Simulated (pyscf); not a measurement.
Optimised with ωB97X-D3(BJ)/def2-SVP in PySCF. Correlated levels are frozen-core, on RHF or UHF. ΔMP2 is the change of the MP2 total energy from the triple- to the quadruple-zeta basis.

Q: H₂P–GeH₃ (SMILES [PH2][GeH3]) + H₂O (SMILES O) → PH₃ (SMILES P) + HO–GeH₃ (SMILES [OH][GeH3])
Surface: singlet. Broken: Ge–P, H–O. Formed: H–P, Ge–O. Give ΔE‡ and ΔE from CCSD(T)/def2-TZVPP + ΔMP2(QZVPP), relative to the separated reactants.

A: ΔE‡ = 184.9 kJ/mol, ΔE = +5.6 kJ/mol. Zero-point energy shifts the barrier by -1.8 kJ/mol. It is a four-centre exchange, with an imaginary mode of 588i cm⁻¹. One saddle was located; it need not be the lowest between these sides. The CCSD(T) − MP2 part came from Ansatz, without density fitting, on the same reference. The frozen core leaves the outer d or s,p core shells of the metals and heavy elements correlated in the MP2 and CC values, and def2-TZVPP describes them poorly, which can shift differences by a few kcal/mol. Elements up to Kr have no core potential and no relativistic terms here.
